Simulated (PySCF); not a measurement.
This PySCF input (HF/def2-TZVPD) gives -40.21313 Eh with 73 basis functions.

```python
import numpy as np, basis_set_exchange as bse
from pyscf import gto, scf, dft, df

basis = {'C': gto.basis.parse(bse.get_basis('def2-TZVPD', elements=['C'], fmt='nwchem')), 'H': gto.basis.parse(bse.get_basis('def2-TZVPD', elements=['H'], fmt='nwchem'))}
mol = gto.M(
    atom='''
    C    -0.00000000    0.00000000   -0.00000000
    H     0.62054657    0.62688914    0.63896175
    H    -0.64285838   -0.62489528    0.61852983
    H     0.63693263   -0.63278043   -0.61664082
    H    -0.61462083    0.63078657   -0.64085076
    ''',
    basis=basis,
    charge=0,
    verbose=4,
    max_memory=8640,
)
mf = scf.RHF(mol)
mf = mf.density_fit(auxbasis=df.autoaux(mol))
mf.conv_tol = 1e-9
mf.max_cycle = 100
print('smallest overlap eigenvalue', np.linalg.eigvalsh(mol.intor('int1e_ovlp'))[0])
mf.kernel()
dip = mf.dip_moment()
```

Change:
```diff
- basis = {'C': gto.basis.parse(bse.get_basis('def2-TZVPD', elements=['C'], fmt='nwchem')), 'H': gto.basis.parse(bse.get_basis('def2-TZVPD', elements=['H'], fmt='nwchem'))}
+ basis = {'C': gto.basis.parse(bse.get_basis('def2-TZVP', elements=['C'], fmt='nwchem')), 'H': gto.basis.parse(bse.get_basis('def2-TZVP', elements=['H'], fmt='nwchem'))}
```

**Question.** What does the run give now?

**Answer.** -40.21299 Eh (HF/def2-TZVP, 55 functions), a change of +0.14 mEh.
